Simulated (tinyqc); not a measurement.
UHF in the sto-3g basis, for OH+, spin multiplicity 3, step by step (part 1 of 2). Computed by tinyqc, a small Python program that keeps every step (integrals from PySCF). Settings: charge = 1, multiplicity = 3, basis = sto-3g, energy threshold = 1e-08, iteration cap = 86, orthogonalisation = canonical, start = core, DIIS depth = 3, method = UHF. Command: `OMP_NUM_THREADS=1 python tinyqc.py 29962 29963 out.jsonl` (the two numbers bound the seeds that draw the settings). One thread of a shared host (Intel(R) Xeon(R) Processor @ 2.60GHz), about 0.1 s of CPU time with the checks. Later iterations appear only in the table of the cycle.

## One-electron integrals

Geometry (angstrom):
```
atom         x         y         z
O     0.000000  0.000000  0.000000
H     0.000000  0.000000  1.575000
```

Basis sto-3g: exponents (1/bohr^2) and contraction coefficients of normalised primitives:
```
element  l (shell)    exponent  coefficient
O            s (1)  130.709320     0.154329
O            s (1)   23.808861     0.535328
O            s (1)    6.443608     0.444635
O            s (2)    5.033151    -0.099967
O            s (2)    1.169596     0.399513
O            s (2)    0.380389     0.700115
O            p (3)    5.033151     0.155916
O            p (3)    1.169596     0.607684
O            p (3)    0.380389     0.391957
H            s (1)    3.425251     0.154329
H            s (1)    0.623914     0.535328
H            s (1)    0.168855     0.444635
```

Overlap, kinetic and nuclear-attraction integrals over the contracted functions; the nuclear repulsion is the sum of Za Zb / Rab.

nuclear repulsion = 2.68788425 hartree

overlap S, lower triangle:
```
           1O 1s     1O 2s    1O 2px    1O 2py    1O 2pz     2H 1s
1O 1s   1.000000
1O 2s   0.236704  1.000000
1O 2px  0.000000  0.000000  1.000000
1O 2py  0.000000  0.000000  0.000000  1.000000
1O 2pz  0.000000  0.000000  0.000000  0.000000  1.000000
2H 1s   0.013048  0.173553  0.000000  0.000000  0.175397  1.000000
```

kinetic energy T (hartree), lower triangle:
```
            1O 1s      1O 2s    1O 2px    1O 2py    1O 2pz     2H 1s
1O 1s   29.003200
1O 2s   -0.168011   0.808128
1O 2px   0.000000   0.000000  2.528731
1O 2py   0.000000   0.000000  0.000000  2.528731
1O 2pz   0.000000   0.000000  0.000000  0.000000  2.528731
2H 1s   -0.003706  -0.011614  0.000000  0.000000  0.022987  0.760032
```

nuclear attraction V (hartree), lower triangle:
```
             1O 1s      1O 2s     1O 2px     1O 2py     1O 2pz      2H 1s
1O 1s   -60.954440
1O 2s    -7.262609  -9.387864
1O 2px    0.000000   0.000000  -9.304174
1O 2py    0.000000   0.000000   0.000000  -9.304174
1O 2pz   -0.005734  -0.072286   0.000000   0.000000  -9.337756
2H 1s    -0.409644  -1.108623   0.000000   0.000000  -0.955484  -3.906652
```

core Hamiltonian H = T + V (hartree), lower triangle:
```
             1O 1s      1O 2s     1O 2px     1O 2py     1O 2pz      2H 1s
1O 1s   -31.951240
1O 2s    -7.430619  -8.579736
1O 2px    0.000000   0.000000  -6.775443
1O 2py    0.000000   0.000000   0.000000  -6.775443
1O 2pz   -0.005734  -0.072286   0.000000   0.000000  -6.809025
2H 1s    -0.413350  -1.120237   0.000000   0.000000  -0.932497  -3.146620
```

## Two-electron integrals

Functions are numbered as in S; the eight-fold symmetry (ij|kl) = (ji|kl) = (kl|ij) leaves the list below.

Two-electron integrals (ij|kl) in chemists' order, unique and non-zero (hartree):
```
(11|11) 4.785065   (21|11) 0.741380   (21|21) 0.136873   (22|11) 1.118947
(22|21) 0.256633   (22|22) 0.817206   (31|31) 0.024477   (32|31) 0.037809
(32|32) 0.180518   (33|11) 1.115814   (33|21) 0.256684   (33|22) 0.817023
(33|33) 0.880159   (41|41) 0.024477   (42|41) 0.037809   (42|42) 0.180518
(43|43) 0.047444   (44|11) 1.115814   (44|21) 0.256684   (44|22) 0.817023
(44|33) 0.785270   (44|44) 0.880159   (51|51) 0.024477   (52|51) 0.037809
(52|52) 0.180518   (53|53) 0.047444   (54|54) 0.047444   (55|11) 1.115814
(55|21) 0.256684   (55|22) 0.817023   (55|33) 0.785270   (55|44) 0.785270
(55|55) 0.880159   (61|11) 0.041325   (61|21) 0.007572   (61|22) 0.014134
(61|33) 0.014112   (61|44) 0.014112   (61|51) 0.000317   (61|52) 0.000602
(61|55) 0.014178   (61|61) 0.000423   (62|11) 0.125644   (62|21) 0.029290
(62|22) 0.106804   (62|33) 0.104943   (62|44) 0.104943   (62|51) 0.002133
(62|52) 0.018169   (62|55) 0.110416   (62|61) 0.001651   (62|62) 0.019287
(63|31) 0.002734   (63|32) 0.017100   (63|53) 0.003554   (63|63) 0.002448
(64|41) 0.002734   (64|42) 0.017100   (64|54) 0.003554   (64|64) 0.002448
(65|11) 0.103152   (65|21) 0.024320   (65|22) 0.094873   (65|33) 0.090996
(65|44) 0.090996   (65|51) 0.004175   (65|52) 0.031386   (65|55) 0.102518
(65|61) 0.001413   (65|62) 0.020904   (65|65) 0.024875   (66|11) 0.334962
(66|21) 0.079261   (66|22) 0.332843   (66|33) 0.323250   (66|44) 0.323250
(66|51) 0.005584   (66|52) 0.068140   (66|55) 0.351824   (66|61) 0.004470
(66|62) 0.085255   (66|65) 0.106743   (66|66) 0.774606
```

## Orthogonalisation

S = U s U^T; canonical form X = U s^(-1/2), so that X^T S X = 1. Each column of U has its largest component positive (the first on a tie).

eigenvalues of S: 0.690835  0.861781  1.000000  1.000000  1.125195  1.322190

X:
```
                1          2          3         4          5         6
1O 1s   -0.575534   0.568527   0.000000  0.000000  -0.472422  0.427375
1O 2s    0.785592  -0.302521   0.000000  0.000000  -0.274470  0.556868
1O 2px   0.000000   0.000000  -0.019732  0.999805   0.000000  0.000000
1O 2py   0.000000   0.000000   0.999805  0.019732   0.000000  0.000000
1O 2pz   0.348616   0.678227   0.000000  0.000000   0.625307  0.245468
2H 1s   -0.614490  -0.534466   0.000000  0.000000   0.446330  0.450904
```

Within a degenerate level the vectors are fixed only up to a rotation; this is one choice.

## Starting guess

The start is the orbitals of the core Hamiltonian; D(s) = C_occ C_occ^T for each spin.

D(alpha) at the start, lower triangle:
```
            1O 1s      1O 2s    1O 2px    1O 2py     1O 2pz     2H 1s
1O 1s    1.060018
1O 2s   -0.254329   1.077534
1O 2px   0.000000   0.000000  1.000000
1O 2py   0.000000   0.000000  0.000000  1.000000
1O 2pz  -0.003781   0.020044  0.000000  0.000000   1.021442
2H 1s    0.014567  -0.060116  0.000000  0.000000  -0.077437  0.009059
```

D(beta) at the start, lower triangle:
```
            1O 1s      1O 2s    1O 2px    1O 2py     1O 2pz     2H 1s
1O 1s    1.060018
1O 2s   -0.254329   1.077534
1O 2px   0.000000   0.000000  0.000000
1O 2py   0.000000   0.000000  0.000000  0.000000
1O 2pz  -0.003781   0.020044  0.000000  0.000000   1.021442
2H 1s    0.014567  -0.060116  0.000000  0.000000  -0.077437  0.009059
```

## Iteration 1: building the Fock matrix

J_ij = sum D_kl (ij|kl) with D = D(alpha) + D(beta), K_ij = sum D_kl (ik|jl) for each spin; F = H + J - K(s); E = tr D H + tr D J / 2 - 0.5 sum_s tr D(s) K(s) + E_nn.

Coulomb J (hartree), lower triangle:
```
            1O 1s     1O 2s    1O 2px    1O 2py    1O 2pz     2H 1s
1O 1s   16.259117
1O 2s    3.010616  7.127177
1O 2px   0.000000  0.000000  7.088079
1O 2py   0.000000  0.000000  0.000000  7.088079
1O 2pz   0.000974  0.001080  0.000000  0.000000  7.182673
2H 1s    0.166870  0.894149  0.000000  0.000000  0.781564  2.678142
```

exchange K(alpha) (hartree), lower triangle:
```
           1O 1s     1O 2s    1O 2px    1O 2py    1O 2pz     2H 1s
1O 1s   4.916837
1O 2s   0.856386  1.425916
1O 2px  0.000000  0.000000  1.174790
1O 2py  0.000000  0.000000  0.000000  1.174790
1O 2pz  0.000192  0.001679  0.000000  0.000000  1.175846
2H 1s   0.050878  0.154385  0.000000  0.000000  0.100359  0.031887
```

exchange K(beta) (hartree), lower triangle:
```
           1O 1s     1O 2s    1O 2px    1O 2py    1O 2pz     2H 1s
1O 1s   4.867883
1O 2s   0.780768  1.064879
1O 2px  0.000000  0.000000  0.247187
1O 2py  0.000000  0.000000  0.000000  0.247187
1O 2pz  0.000192  0.001679  0.000000  0.000000  1.080957
2H 1s   0.045409  0.120185  0.000000  0.000000  0.093252  0.026991
```

F(alpha) (hartree), lower triangle:
```
             1O 1s      1O 2s     1O 2px     1O 2py     1O 2pz      2H 1s
1O 1s   -20.608961
1O 2s    -5.276389  -2.878475
1O 2px    0.000000   0.000000  -0.862154
1O 2py    0.000000   0.000000   0.000000  -0.862154
1O 2pz   -0.004951  -0.072886   0.000000   0.000000  -0.802197
2H 1s    -0.297359  -0.380474   0.000000   0.000000  -0.251293  -0.500364
```

F(beta) (hartree), lower triangle:
```
             1O 1s      1O 2s    1O 2px    1O 2py     1O 2pz      2H 1s
1O 1s   -20.560006
1O 2s    -5.200772  -2.517438
1O 2px    0.000000   0.000000  0.065449
1O 2py    0.000000   0.000000  0.000000  0.065449
1O 2pz   -0.004951  -0.072886  0.000000  0.000000  -0.707308
2H 1s    -0.291890  -0.346274  0.000000  0.000000  -0.244186  -0.495469
```

total energy of this density = -73.77050293 hartree

## Iteration 1: diagonalisation and new density

Diagonalise F' = X^T F X, C = X C', fill 5 alpha and 3 beta electrons from the bottom; D(s) = C_occ C_occ^T. Each column has its largest component positive (the first on a tie).

F' = X^T F X (alpha) (hartree), lower triangle:
```
           1          2          3          4          5          6
1  -3.891371
2   4.020996  -5.355728
3   0.000000   0.000000  -0.862154
4   0.000000   0.000000   0.000000  -0.862154
5  -4.072002   5.024771   0.000000   0.000000  -6.491790
6   3.920299  -5.435077   0.000000   0.000000   6.223668  -7.700642
```

orbital energies (alpha) (hartree): MO1 -20.617908, MO2 -1.624729, MO3 -0.862154, MO4 -0.862154, MO5 -0.818959, MO6 -0.377936

coefficients C (alpha):
```
              MO1        MO2        MO3       MO4        MO5        MO6
1O 1s    0.994440  -0.263288   0.000000  0.000000   0.032256   0.031966
1O 2s    0.022622   1.020439   0.000000  0.000000  -0.139898  -0.180918
1O 2px   0.000000   0.000000   0.998680  0.051370   0.000000   0.000000
1O 2py   0.000000   0.000000  -0.051370  0.998680   0.000000   0.000000
1O 2pz   0.000725   0.087933   0.000000  0.000000   0.926919  -0.407279
2H 1s   -0.002316   0.022091   0.000000  0.000000   0.237563   1.004414
```

F' = X^T F X (beta) (hartree), lower triangle:
```
           1          2         3         4          5          6
1  -3.739533
2   3.977640  -5.285244
3   0.000000   0.000000  0.065449
4   0.000000   0.000000  0.000000  0.065449
5  -4.116998   5.082626  0.000000  0.000000  -6.402697
6   4.071719  -5.468673  0.000000  0.000000   6.152317  -7.516182
```

orbital energies (beta) (hartree): MO1 -20.566211, MO2 -1.286311, MO3 -0.729722, MO4 -0.361411, MO5 0.065449, MO6 0.065449

coefficients C (beta):
```
              MO1        MO2        MO3        MO4        MO5       MO6
1O 1s    0.995439  -0.256110   0.049160   0.037235   0.000000  0.000000
1O 2s    0.018697   1.004082  -0.211751  -0.201846   0.000000  0.000000
1O 2px   0.000000   0.000000   0.000000   0.000000   0.999342  0.036269
1O 2py   0.000000   0.000000   0.000000   0.000000  -0.036269  0.999342
1O 2pz   0.000646   0.126453   0.890753  -0.472606   0.000000  0.000000
2H 1s   -0.001943   0.070082   0.302558   0.984541   0.000000  0.000000
```

D(alpha) after iteration 1, lower triangle:
```
            1O 1s      1O 2s    1O 2px    1O 2py    1O 2pz     2H 1s
1O 1s    1.059272
1O 2s   -0.250686   1.061378
1O 2px   0.000000   0.000000  1.000000
1O 2py   0.000000   0.000000  0.000000  1.000000
1O 2pz   0.007468  -0.039927  0.000000  0.000000  0.866911
2H 1s   -0.000457  -0.010744  0.000000  0.000000  0.222142  0.056930
```

D(beta) after iteration 1, lower triangle:
```
            1O 1s      1O 2s    1O 2px    1O 2py    1O 2pz     2H 1s
1O 1s    1.058908
1O 2s   -0.248953   1.053368
1O 2px   0.000000   0.000000  0.000000
1O 2py   0.000000   0.000000  0.000000  0.000000
1O 2pz   0.012046  -0.061636  0.000000  0.000000  0.809431
2H 1s   -0.005009   0.006264  0.000000  0.000000  0.278365  0.096457
```

Within a degenerate level the vectors are fixed only up to a rotation; this is one choice.

## Iteration 2: building the Fock matrix

As before.

Coulomb J (hartree), lower triangle:
```
            1O 1s     1O 2s    1O 2px    1O 2py    1O 2pz     2H 1s
1O 1s   16.016246
1O 2s    2.956132  6.990433
1O 2px   0.000000  0.000000  6.956179
1O 2py   0.000000  0.000000  0.000000  6.956179
1O 2pz  -0.001711  0.006508  0.000000  0.000000  7.036223
2H 1s    0.163819  0.887917  0.000000  0.000000  0.783528  2.781693
```

exchange K(alpha) (hartree), lower triangle:
```
           1O 1s      1O 2s    1O 2px    1O 2py    1O 2pz     2H 1s
1O 1s   4.912394
1O 2s   0.851461   1.408061
1O 2px  0.000000   0.000000  1.168652
1O 2py  0.000000   0.000000  0.000000  1.168652
1O 2pz  0.000600  -0.006166  0.000000  0.000000  1.102764
2H 1s   0.051058   0.188390  0.000000  0.000000  0.198188  0.134589
```

exchange K(beta) (hartree), lower triangle:
```
           1O 1s      1O 2s    1O 2px    1O 2py    1O 2pz     2H 1s
1O 1s   4.861694
1O 2s   0.773871   1.037113
1O 2px  0.000000   0.000000  0.238051
1O 2py  0.000000   0.000000  0.000000  0.238051
1O 2pz  0.000467  -0.015872  0.000000  0.000000  0.969500
2H 1s   0.045649   0.163260  0.000000  0.000000  0.208934  0.172700
```

F(alpha) (hartree), lower triangle:
```
             1O 1s      1O 2s     1O 2px     1O 2py     1O 2pz      2H 1s
1O 1s   -20.847389
1O 2s    -5.325948  -2.997365
1O 2px    0.000000   0.000000  -0.987916
1O 2py    0.000000   0.000000   0.000000  -0.987916
1O 2pz   -0.008045  -0.059612   0.000000   0.000000  -0.875566
2H 1s    -0.300590  -0.420710   0.000000   0.000000  -0.347158  -0.499516
```

F(beta) (hartree), lower triangle:
```
             1O 1s      1O 2s     1O 2px     1O 2py     1O 2pz      2H 1s
1O 1s   -20.796689
1O 2s    -5.248359  -2.626417
1O 2px    0.000000   0.000000  -0.057315
1O 2py    0.000000   0.000000   0.000000  -0.057315
1O 2pz   -0.007913  -0.049906   0.000000   0.000000  -0.742303
2H 1s    -0.295181  -0.395581   0.000000   0.000000  -0.357903  -0.537627
```

total energy of this density = -73.94726209 hartree

## Iteration 2: DIIS over 2 matrices

error matrix X^T (FDS - SDF) X (alpha):
```
           1          2         3         4          5         6
1   0.000000  -0.005580  0.000000  0.000000   0.028042  0.032228
2   0.005580   0.000000  0.000000  0.000000   0.025896  0.029267
3   0.000000   0.000000  0.000000  0.000000   0.000000  0.000000
4   0.000000   0.000000  0.000000  0.000000   0.000000  0.000000
5  -0.028042  -0.025896  0.000000  0.000000   0.000000  0.002490
6  -0.032228  -0.029267  0.000000  0.000000  -0.002490  0.000000
```

B (overlaps of the stored error matrices):
```
               1              2
1  1.1021118e-01  4.7456036e-02
2  4.7456036e-02  2.2866843e-02
```

Minimise |sum c_i e_i|^2 with sum c_i = 1: solve [B -1; -1 0][c; lambda] = [0; -1] with B_ij = tr e_i^T e_j summed over both spins, and take F = sum c_i F_i.

DIIS coefficients: -0.644270  1.644270

extrapolated F(alpha) (hartree), lower triangle:
```
             1O 1s      1O 2s     1O 2px     1O 2py     1O 2pz      2H 1s
1O 1s   -21.001001
1O 2s    -5.357878  -3.073962
1O 2px    0.000000   0.000000  -1.068941
1O 2py    0.000000   0.000000   0.000000  -1.068941
1O 2pz   -0.010038  -0.051061   0.000000   0.000000  -0.922836
2H 1s    -0.302672  -0.446634   0.000000   0.000000  -0.408920  -0.498970
```

extrapolated F(beta) (hartree), lower triangle:
```
             1O 1s      1O 2s     1O 2px     1O 2py     1O 2pz      2H 1s
1O 1s   -20.949176
1O 2s    -5.279018  -2.696628
1O 2px    0.000000   0.000000  -0.136408
1O 2py    0.000000   0.000000   0.000000  -0.136408
1O 2pz   -0.009821  -0.035100   0.000000   0.000000  -0.764848
2H 1s    -0.297302  -0.427347   0.000000   0.000000  -0.431168  -0.564789
```

## Iteration 2: diagonalisation and new density

As before.

F' = X^T F X (alpha) (hartree), lower triangle:
```
           1          2          3          4          5          6
1  -3.940675
2   4.238152  -5.444167
3   0.000000   0.000000  -1.068941
4   0.000000   0.000000   0.000000  -1.068941
5  -4.132946   5.056541   0.000000   0.000000  -6.736060
6   3.928639  -5.527604   0.000000   0.000000   6.280970  -7.943908
```

orbital energies (alpha) (hartree): MO1 -21.009357, MO2 -1.813862, MO3 -1.068941, MO4 -1.068941, MO5 -1.005556, MO6 -0.236036

coefficients C (alpha):
```
              MO1        MO2       MO3        MO4        MO5        MO6
1O 1s    0.994667  -0.261794  0.000000   0.000000   0.031983   0.037055
1O 2s    0.021731   1.016200  0.000000   0.000000  -0.146054  -0.199103
1O 2px   0.000000   0.000000  0.999912  -0.013290   0.000000   0.000000
1O 2py   0.000000   0.000000  0.013290   0.999912   0.000000   0.000000
1O 2pz   0.000903   0.060430  0.000000   0.000000   0.879256  -0.506008
2H 1s   -0.002150   0.050507  0.000000   0.000000   0.343449   0.972247
```

F' = X^T F X (beta) (hartree), lower triangle:
```
           1          2          3          4          5          6
1  -3.764234
2   4.211667  -5.353418
3   0.000000   0.000000  -0.136408
4   0.000000   0.000000   0.000000  -0.136408
5  -4.143054   5.153283   0.000000   0.000000  -6.651969
6   4.117388  -5.528814   0.000000   0.000000   6.191933  -7.772518
```

orbital energies (beta) (hartree): MO1 -20.954812, MO2 -1.463865, MO3 -0.916183, MO4 -0.207279, MO5 -0.136408, MO6 -0.136408

coefficients C (beta):
```
              MO1        MO2        MO3        MO4        MO5       MO6
1O 1s    0.995689  -0.253166   0.052706   0.045028   0.000000  0.000000
1O 2s    0.017701   0.992716  -0.236775  -0.228581   0.000000  0.000000
1O 2px   0.000000   0.000000   0.000000   0.000000  -0.130625  0.991432
1O 2py   0.000000   0.000000   0.000000   0.000000   0.991432  0.130625
1O 2pz   0.000796   0.078274   0.793706  -0.629835   0.000000  0.000000
2H 1s   -0.001746   0.128184   0.472910   0.908680   0.000000  0.000000
```

D(alpha) after iteration 2, lower triangle:
```
            1O 1s      1O 2s    1O 2px    1O 2py    1O 2pz     2H 1s
1O 1s    1.058921
1O 2s   -0.249091   1.054467
1O 2px   0.000000   0.000000  1.000000
1O 2py   0.000000   0.000000  0.000000  1.000000
1O 2pz   0.013199  -0.066991  0.000000  0.000000  0.776744
2H 1s   -0.004376   0.001117  0.000000  0.000000  0.305030  0.120513
```

D(beta) after iteration 2, lower triangle:
```
            1O 1s      1O 2s    1O 2px    1O 2py    1O 2pz     2H 1s
1O 1s    1.058267
1O 2s   -0.246176   1.041860
1O 2px   0.000000   0.000000  0.000000
1O 2py   0.000000   0.000000  0.000000  0.000000
1O 2pz   0.022809  -0.110211  0.000000  0.000000  0.636096
2H 1s   -0.009265   0.015246  0.000000  0.000000  0.385383  0.240078
```

Within a degenerate level the vectors are fixed only up to a rotation; this is one choice.

## Iteration 3: building the Fock matrix

As before.

Coulomb J (hartree), lower triangle:
```
            1O 1s     1O 2s    1O 2px    1O 2py    1O 2pz     2H 1s
1O 1s   15.816496
1O 2s    2.910987  6.870449
1O 2px   0.000000  0.000000  6.841031
1O 2py   0.000000  0.000000  0.000000  6.841031
1O 2pz  -0.003797  0.007234  0.000000  0.000000  6.906595
2H 1s    0.161292  0.880690  0.000000  0.000000  0.782680  2.877617
```

exchange K(alpha) (hartree), lower triangle:
```
           1O 1s      1O 2s    1O 2px    1O 2py    1O 2pz     2H 1s
1O 1s   4.909860
1O 2s   0.848345   1.393449
1O 2px  0.000000   0.000000  1.164368
1O 2py  0.000000   0.000000  0.000000  1.164368
1O 2pz  0.000666  -0.017155  0.000000  0.000000  1.041556
2H 1s   0.051063   0.198633  0.000000  0.000000  0.224130  0.200037
```

exchange K(beta) (hartree), lower triangle:
```
           1O 1s      1O 2s    1O 2px    1O 2py    1O 2pz     2H 1s
1O 1s   4.856839
1O 2s   0.767729   1.006085
1O 2px  0.000000   0.000000  0.229340
1O 2py  0.000000   0.000000  0.000000  0.229340
1O 2pz  0.000385  -0.042078  0.000000  0.000000  0.841098
2H 1s   0.045451   0.176076  0.000000  0.000000  0.240686  0.301765
```

F(alpha) (hartree), lower triangle:
```
             1O 1s      1O 2s     1O 2px     1O 2py     1O 2pz      2H 1s
1O 1s   -21.044605
1O 2s    -5.367978  -3.102737
1O 2px    0.000000   0.000000  -1.098780
1O 2py    0.000000   0.000000   0.000000  -1.098780
1O 2pz   -0.010196  -0.047897   0.000000   0.000000  -0.943985
2H 1s    -0.303122  -0.438180   0.000000   0.000000  -0.373947  -0.469040
```

F(beta) (hartree), lower triangle:
```
             1O 1s      1O 2s     1O 2px     1O 2py     1O 2pz      2H 1s
1O 1s   -20.991583
1O 2s    -5.287362  -2.715372
1O 2px    0.000000   0.000000  -0.163752
1O 2py    0.000000   0.000000   0.000000  -0.163752
1O 2pz   -0.009916  -0.022974   0.000000   0.000000  -0.743528
2H 1s    -0.297510  -0.415623   0.000000   0.000000  -0.390503  -0.570768
```

total energy of this density = -73.96687963 hartree
